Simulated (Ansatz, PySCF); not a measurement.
Species: CH2NO, net charge 0, doublet state. It need not be the lowest isomer of its formula. SMILES: O=[C]N
Geometry from a B3LYP-D3(BJ)/def2-TZVP (Ansatz, an electronic-structure program) optimisation:
```xyz
5

O     -0.2249     1.1992    -0.0769
C     -0.4363     0.0284    -0.0099
N      0.4179    -0.9973     0.0683
H      0.0715    -1.9373     0.1188
H      1.4203    -0.8452     0.0780
```
Charge 0, spin multiplicity 2.


Property: enthalpy of formation at 298 K (from the atomisation energy, B3LYP-D3(BJ)/def2-TZVP harmonic zero-point and thermal terms from PySCF, and the atoms' enthalpies of formation in the G2/97 table; no spin-orbit terms, and no core term in the frozen-core levels), in kJ/mol. Cores are frozen in the correlated levels unless marked. UHF or UKS for open shells. No spin-orbit coupling. Non-relativistic. The coupled-cluster limit lacks core correlation, which all-electron functionals hold. CBS(X,Y): correlation extrapolated as X^-3; Hartree-Fock from the larger set.

```
level                                         program  enthalpy of formation at 298 K (kJ/mol)  minus last row
-------------------------------------  --------------  ---------------------------------------  --------------
HF/6-31G*                                      Ansatz                                    737.1           743.5
revPBE/def2-TZVPD                              Ansatz                                    -45.9           -39.5
B3LYP-D4/def2-TZVPD                    Ansatz + dftd4                                    -39.4           -33.0
PBE0-D3(BJ)/def2-TZVP                  Ansatz + dftd3                                    -40.2           -33.8
RPA@PBE/cc-pVTZ                                Ansatz                                    141.0           147.4
CCSD(T) with core electrons/cc-pwCVTZ          Ansatz                                     51.7            58.1
CCSD(T)/CBS(cc-pVTZ,cc-pVQZ)                   Ansatz                                     -6.4             0.0
```
